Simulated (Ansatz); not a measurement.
A nudged elastic band was laid between two geometries of C₃H₂F₂O (8 atoms, charge 0, multiplicity 1).

All numbers below come from Ansatz, UKS PBE-D4/STO-3G.

```
movable images  : 9
climbing image  : yes
spring          : 5.0 eV/Å²
optimiser       : quadratic models (default)
start path      : through a guess of the saddle point
force threshold : 0.05 eV/Å
iteration limit : 60
end points      : relaxed
```

First end point:

```xyz
8
Properties=species:S:1:pos:R:3
F 0.656 -1.891 0.511
C 0.703 -0.520 0.312
F 1.985 -0.059 0.572
C -0.111 0.111 -0.873
C -0.935 0.677 0.052
O -0.356 0.216 1.284
H -0.020 0.082 -1.965
H -1.831 1.327 0.052
```

Last end point:

```xyz
8
Properties=species:S:1:pos:R:3
F 0.653 -1.710 0.618
C 0.496 -0.397 0.203
F 1.568 0.351 0.697
C -0.162 -0.018 -1.105
C -1.313 0.633 -0.660
O -0.855 0.196 0.938
H 0.231 -0.202 -2.112
H -0.524 1.090 1.366
```

Question: What changes between the two ends?

Answer: Bonds broken: C5–H8. Bonds formed: O6–H8.

Question: Give the energies along the band, and the barrier.

Answer: The run converged. The highest image is number 6 of 0 to 10, 3.88 eV above the first end and 1.00 eV above the last; the last end lies 2.88 eV above the first. Neighbouring images differ by up to 1.4 eV, so the band resolves the path poorly. A vibrational analysis at the climbing image gives one clearly imaginary mode, 1368i cm⁻¹: a first-order saddle point. The orbitals stay closed-shell, which can raise the energy where a bond breaks towards radicals; this wasn't checked here. Limits of this set-up: minimal basis.

```tsv
image	path coordinate (Å)	energy (eV)	C5–H8 (Å)	O6–H8 (Å)
0	0.00	0.00	1.11	2.22
1	0.30	0.06	1.11	2.20
2	0.60	0.27	1.10	2.14
3	0.90	0.80	1.09	1.99
4	1.20	1.89	1.10	1.76
5	1.50	3.24	1.16	1.50
6	1.80	3.88	1.34	1.23
7	2.06	3.56	1.61	1.08
8	2.32	3.12	1.90	1.04
9	2.57	2.92	2.12	1.04
10	2.83	2.88	2.22	1.04
```

Question: What is the geometry of the highest image?

Answer: 
```xyz
8
Properties=species:S:1:pos:R:3
F 0.663 -1.817 0.579
C 0.544 -0.465 0.284
F 1.696 0.196 0.695
C -0.135 0.038 -1.009
C -1.219 0.654 -0.416
O -0.748 0.080 1.103
H 0.232 0.016 -2.045
H -0.941 1.243 0.755
```

Run time: 2 min on 1 thread of Intel(R) Xeon(R) 6975P-C (Granite Rapids) (shared host), peak memory 0.14 GiB.
